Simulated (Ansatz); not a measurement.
CHOSi, quartet: the ladder up to UCCSDT(Q)

Geometry: that of the CHOSi, doublet, kept fixed. The doublet lies 2.2 eV lower here.

```xyz
4

C     0.0000   -0.0240    2.1548
O     0.0000    0.0648    1.0313
Si    0.0000   -0.0783   -1.4631
H     0.0000    1.4400   -1.2794
```

Basis cc-pVDZ; Ansatz 0.2.0. Correlated methods freeze the noble-gas cores, which leaves 15 electrons in 44 orbitals. R marks a restricted (for open shells ROHF) determinant, U an unrestricted one.

Full CI isn't at hand for all of this; UCCSDT(Q) serves as the reference, and is uncertain by about the last step of the cluster series. The frozen core follows each run's orbitals, which can shift R against U totals by a few meV.

For open shells CISD is restricted-active-space CI with the open shells as a complete middle space.

- UHF ⟨S²⟩: 3.753
- T1 diagnostic (RCCSD): 0.0250
- largest doubles amplitude (RCCSD): 0.071
- T1 diagnostic (UCCSD): 0.0234

```
   level  E − E(RHF) (eV)
     UHF          -0.0297
    RMP2          -9.2704
    UMP2          -9.2743
   RCCSD          -9.9395
   UCCSD          -9.9402
RCCSD(T)         -10.2864
UCCSD(T)         -10.2867
```

Problem. Estimate how far UCCSDT(Q) in cc-pVDZ lies from RCCSD(T). The table doesn't fix it; the size of (T) and the diagnostics are the guide.

Solution. UCCSDT(Q) in cc-pVDZ lies 1.35 kcal/mol below RCCSD(T), which is 17 % of the (T) step (-8.00 kcal/mol). The diagnostics are small and the rest is a small part of (T), but (T) is large here. The miss exceeds 1 kcal/mol.

The other levels:

```
    level  E − E(UCCSDT(Q)) (kcal/mol)  share of correlation (%)  wall time
     CISD                        31.74                     86.70       36 s
  BCCD(T)                         1.30                     99.46      2.2 s
   RCCSDT                         0.72                     99.70          –
   UCCSDT                         0.71                     99.70          –
RCCSDT(Q)                         0.11                     99.96       82 s
```

The correlation energy at UCCSDT(Q), counted from RHF, is -10.345 eV. That run took 68 s on 1 thread of Arm Neoverse V1, shared host.

Times hold each run's SCF and search for its determinant on a shared host, so for small cases they say little of a method's own cost; they ran on 1 thread of Arm Neoverse V1.
